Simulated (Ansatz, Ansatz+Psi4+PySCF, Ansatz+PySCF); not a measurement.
```yaml
atoms:
  - { symbol: C, position_ang: [0.0000, -0.1216, -1.0602] }
  - { symbol: C, position_ang: [0.0000, 0.2991, 0.3012] }
  - { symbol: O, position_ang: [0.0000, -0.7459, 1.1748] }
  - { symbol: H, position_ang: [0.0000, -0.3574, 2.0613] }
  - { symbol: H, position_ang: [0.0000, -1.1706, -1.3207] }
  - { symbol: H, position_ang: [0.0000, 0.6388, -1.8271] }
  - { symbol: O, position_ang: [0.0000, 1.4575, 0.6707] }
```

Basis set: cc-pVTZ (spherical functions). Left uncorrelated: 4 orbitals. Correlation on ROHF uses semicanonical orbitals with singles. Charge 0, multiplicity 2.

Computed with Ansatz (development build ahead of 0.2.0); each method stands on the lowest determinant of its kind that the runs found.

Task: Give the atomization energy at this shape (free ground-state atoms in the same class of orbitals less the molecule, no zero-point energy) of doublet C₂H₃O₂ by ROHF-MP2, UHF-MP2.

Result:

```json
{"method": "ROHF-MP2", "atomization energy": "2916.6 kJ/mol"}
{"method": "UHF-MP2", "atomization energy": "2907.2 kJ/mol"}
```
